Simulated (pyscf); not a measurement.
CH₄ + H₃C–S• → H₃C–S–CH₃ + H•, a substitution at C (doublet surface; C–H broken, C–S formed). Single points on ωB97X-D3(BJ)/def2-SVP structures (PySCF, gas phase). MP2 and CC: frozen core, UHF for open shells. ΔMP2 is the change of the MP2 total energy from the triple- to the quadruple-zeta basis. Energies in kcal/mol from the separated reactants.

Small-basis levels: PySCF, no dispersion term, spherical d functions. AM1 to PM7: differences of heats of formation from MOPAC. GFN2-xTB: tblite. Open shells are spin-unrestricted. 

```csv
level,barrier,reaction energy
HF/6-31G*,73.3,+39.5
MP2/6-31G*,60.6,+27.8
SVWN5/6-31G*,36.1,+28.3
PBE/6-31G*,47.6,+33.4
B3LYP/LANL2DZ,61.3,+50.1
B3LYP/6-31G*,56.5,+40.2
M06-2X/6-31G*,54.7,+34.0
PBE/def2-SVP,46.0,+32.1
B3LYP/def2-SVP,55.0,+38.9
GFN2-xTB,50.7,+29.8
PM6,44.8,+32.1
PM7,49.5,+33.2
CCSD(T)/def2-TZVPP + ΔMP2(QZVPP),54.5,+34.5
```

Against the last row the barrier runs from -18.4 (SVWN5/6-31G*) to +18.8 kcal/mol (HF/6-31G*). CCSD(T)/def2-TZVPP + ΔMP2(QZVPP) has limits of its own. This is the saddle that the search found; another between the same sides may lie lower. The angle at the attacked C is 180°. The CCSD(T) − MP2 part came from Ansatz, without density fitting, on the same reference. A UHF reference is spin-contaminated (<S²> up to 0.86), which harms MP2 most.
